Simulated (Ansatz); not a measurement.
A structure relaxed at PBE0-D4/def2-TZVP, charge 0, multiplicity 1:

Cartesian coordinates in Å:
```
C 0.670 -0.871 1.525
C 0.355 -0.410 0.349
C 0.019 0.012 -0.842
N -1.024 0.890 -1.152
H 1.451 -0.415 2.128
H 0.165 -1.734 1.954
H 0.541 -0.391 -1.705
H -0.802 1.523 -1.906
H -1.376 1.395 -0.352
```

Task: Give its formula and SMILES.

Result: C3H5N, `C=C=CN`.

Task: Summarise the bond lengths by kind.

Result: 2 × C–C 1.302 to 1.307 Å; 3 × C–H 1.087 to 1.088 Å; 1 × C–N 1.398 Å; 2 × H–N 1.009 Å.

All numbers were calculated with Ansatz.
